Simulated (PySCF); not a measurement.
**What the settings do**

Molecule: `CCC1([S-])CC1`, [C5H9S]-; geometry GFN2-xTB.

Molfile (atoms numbered from 1):
```
C5H9S
     RDKit          3D

 15 15  0  0  0  0  0  0  0  0999 V2000
    1.9157   -0.3734   -0.2521 C   0  0  0  0  0  0  0  0  0  0  0  0
    0.6697    0.3761   -0.7069 C   0  0  0  0  0  0  0  0  0  0  0  0
   -0.3601    0.4354    0.4090 C   0  0  0  0  0  0  0  0  0  0  0  0
    0.1711    1.3515    1.8372 S   0  0  0  0  0  0  0  0  0  0  0  0
   -1.2381   -0.7769    0.5832 C   0  0  0  0  0  0  0  0  0  0  0  0
   -1.8093    0.4857   -0.0021 C   0  0  0  0  0  0  0  0  0  0  0  0
    2.7122   -0.3168   -0.9961 H   0  0  0  0  0  0  0  0  0  0  0  0
    2.2574    0.0740    0.6792 H   0  0  0  0  0  0  0  0  0  0  0  0
    1.6813   -1.4207   -0.0638 H   0  0  0  0  0  0  0  0  0  0  0  0
    0.9461    1.4012   -0.9733 H   0  0  0  0  0  0  0  0  0  0  0  0
    0.2410   -0.1052   -1.5968 H   0  0  0  0  0  0  0  0  0  0  0  0
   -1.5379   -1.0474    1.5861 H   0  0  0  0  0  0  0  0  0  0  0  0
   -1.1022   -1.6270   -0.0785 H   0  0  0  0  0  0  0  0  0  0  0  0
   -2.0627    0.4904   -1.0584 H   0  0  0  0  0  0  0  0  0  0  0  0
   -2.4887    1.0612    0.6115 H   0  0  0  0  0  0  0  0  0  0  0  0
  1  2  1  0
  2  3  1  0
  3  4  1  0
  3  5  1  0
  5  6  1  0
  6  3  1  0
  1  7  1  0
  1  8  1  0
  1  9  1  0
  2 10  1  0
  2 11  1  0
  5 12  1  0
  5 13  1  0
  6 14  1  0
  6 15  1  0
M  CHG  1   4  -1
M  END
```

All runs: PySCF, non-relativistic, gas phase unless a solvent (IEF-PCM) is named; grid level 2, GIAOs and SCF threshold 1e-9 unless changed. The yardstick, PBE0/pcSseg-1, gives these isotropic shieldings σ (ppm, equivalent atoms averaged): C3 156.2, C5/C6 163.3, C1 171.7, S4 608.2, H7/H8/H9 30.45, H10/H11 30.61, H12/H15 31.76.

(1) What do these inputs give? (1) WP04/pcSseg-1; grid level 1; guess sap; (2) LC-wPBE/Sadlej pVTZ; common gauge at [0, 0, 0]; max_cycle 92

(2) Comment on the technical settings and failures.

Answers

(1) 
```
run    outcome  functions  wall time     C3  C5/C6     C1     S4  H7/H8/H9  H10/H11  H12/H15
  1  converged        154       17 s  139.1  151.9  158.0  551.1     30.77    30.96    32.08
  2  converged        233       57 s  259.0  199.8  202.5  625.3     37.51    49.34    28.17
```

Times are on 1 thread of an Arm Neoverse V1, shared host.

(2) 
- Run 1: The functional differs from the yardstick's, which in itself moves the values. Grid level 1 is coarse; it adds numerical noise and can break the equality of equivalent atoms. The starting guess changes the path of the SCF (17 cycles), not the solution, provided the same state is reached.
- Run 2: The functional and orbital basis differ from the yardstick's, which in itself moves the values. A common gauge origin replaces GIAOs; in a finite basis the shieldings then depend on that origin, the more so the further away the nucleus and the smaller the basis. The cycle limit changes the path of the SCF (11 cycles), not the solution, provided the same state is reached.

Run 2 was set up unsoundly or failed; its numbers aren't to be quoted as properties of the molecule.
